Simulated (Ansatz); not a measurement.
# Si2H4Cl+: functionals against CCSD(T) at one geometry

The atoms stand at a structure displaced at random from a GFN2-xTB minimum. How far do the functionals agree with CCSD(T) there?

Method: single points in def2-TZVPP; program: Ansatz 0.2.0, Gaussian basis.

Correlated methods freeze the cores.

## 1. The system as given

SMILES `[SiH2+][SiH2]Cl`, 7 atoms, charge 1, spin multiplicity 1.

Atoms are counted from 1 here; the program's logs count them from 0.

Bond lengths: Si1–Si2 2.331 Å, Si1–H4 1.435 Å, Si1–H5 1.420 Å, Si2–Cl3 1.847 Å, Si2–H6 1.460 Å, Si2–H7 1.444 Å. Angles: Si2–Si1–H4 128.0°, Si2–Si1–H5 131.7°, H4–Si1–H5 100.3°, Si1–Si2–Cl3 115.2°, Si1–Si2–H6 102.1°, Si1–Si2–H7 101.1°, Cl3–Si2–H6 113.9°, Cl3–Si2–H7 115.1°, H6–Si2–H7 107.9°.

As a file:

```xyz
7
ClH4Si2
Si   -1.01000    0.18670   -0.69490
Si    0.91580   -0.20660    0.55800
Cl    1.09380   -1.92580    1.20810
H    -2.07130   -0.73030   -0.99640
H    -1.49330    1.35460   -1.34240
H     0.81590    0.81250    1.59870
H     1.94160    0.20690   -0.37040
```

## 2. CCSD(T)/def2-TZVPP

Contents of run/in.yaml:

```yaml
crystal:
  periodic: [false, false, false]
  atoms:
    - {symbol: Si, position_ang: [-1.010000, 0.186700, -0.694900]}
    - {symbol: Si, position_ang: [0.915800, -0.206600, 0.558000]}
    - {symbol: Cl, position_ang: [1.093800, -1.925800, 1.208100]}
    - {symbol: H, position_ang: [-2.071300, -0.730300, -0.996400]}
    - {symbol: H, position_ang: [-1.493300, 1.354600, -1.342400]}
    - {symbol: H, position_ang: [0.815900, 0.812500, 1.598700]}
    - {symbol: H, position_ang: [1.941600, 0.206900, -0.370400]}
basis:
  gaussian: {orbitals: def2-TZVPP}
total_charge: 1
correlation: {method: ccsd_t}
output: {forces: true}
```

The command line of these runs was not kept.

## 3. PBE0-D4/def2-TZVPP

Edit run/in.yaml of step 2 so:

```diff
@@ -13,3 +13,3 @@
 total_charge: 1
-correlation: {method: ccsd_t}
-output: {forces: true}
+hamiltonian: {xc: pbe0, dispersion: d4}
+output: {forces: true, orbitals: {seedname: orbitals}}
```

## 4. wB97M-V/def2-TZVPP

Edit run/in.yaml of step 3 so:

```diff
@@ -13,3 +13,3 @@
 total_charge: 1
-hamiltonian: {xc: pbe0, dispersion: d4}
-output: {forces: true, orbitals: {seedname: orbitals}}
+hamiltonian: {xc: {name: wB97M-V}}
+output: {forces: true}
```

## 5. r2SCAN-D4/def2-TZVPP

Edit run/in.yaml of step 4 so:

```diff
@@ -13,3 +13,3 @@
 total_charge: 1
-hamiltonian: {xc: {name: wB97M-V}}
+hamiltonian: {xc: r2scan, dispersion: d4}
 output: {forces: true}
```

## 6. PBE-D4/def2-TZVPP

Edit run/in.yaml of step 5 so:

```diff
@@ -13,3 +13,3 @@
 total_charge: 1
-hamiltonian: {xc: r2scan, dispersion: d4}
+hamiltonian: {xc: pbe, dispersion: d4}
 output: {forces: true}
```

## 7. wB97X-V/def2-TZVPP

Edit run/in.yaml of step 6 so:

```diff
@@ -13,3 +13,3 @@
 total_charge: 1
-hamiltonian: {xc: pbe, dispersion: d4}
+hamiltonian: {xc: {name: wB97X-V}}
 output: {forces: true}
```

## 8. r2SCAN0-D4/def2-TZVPP

Edit run/in.yaml of step 7 so:

```diff
@@ -13,3 +13,3 @@
 total_charge: 1
-hamiltonian: {xc: {name: wB97X-V}}
+hamiltonian: {xc: {name: r2SCAN0}, dispersion: d4}
 output: {forces: true}
```

(Steps that only read results are left out.)

Q: Predict the outcome of this session. Wanted: energy less free atoms, CCSD(T)/def2-TZVPP; RMS force component; RMS force error; HOMO and LUMO, PBE0-D4; T1 diagnostic.

As calculated:

| quantity | value |
| --- | --- |
| energy less free atoms, CCSD(T)/def2-TZVPP | -10.890 eV |
| RMS force component | 1.495 to 1.609 eV/Å over the methods |
| RMS force error | PBE0-D4 0.151, wB97M-V 0.062, r2SCAN-D4 0.157, PBE-D4 0.241, wB97X-V 0.067, r2SCAN0-D4 0.126 eV/Å |
| HOMO and LUMO, PBE0-D4 | -14.12 and -9.39 eV |
| T1 diagnostic | 0.012 |

In words: Against CCSD(T) the functionals' energies less atoms differ by -0.801 to -0.302 eV, PBE-D4 by -0.312 eV. The reference is not at the basis limit: in triple zeta CCSD(T) underbinds, which counts against methods that bind more; the gaps are no ranking. The forces of wB97M-V come nearest to CCSD(T), those of PBE-D4 are farthest. Frozen-core CCSD(T) forces in triple zeta carry basis errors of their own, and this is one geometry, so small gaps rank nothing.
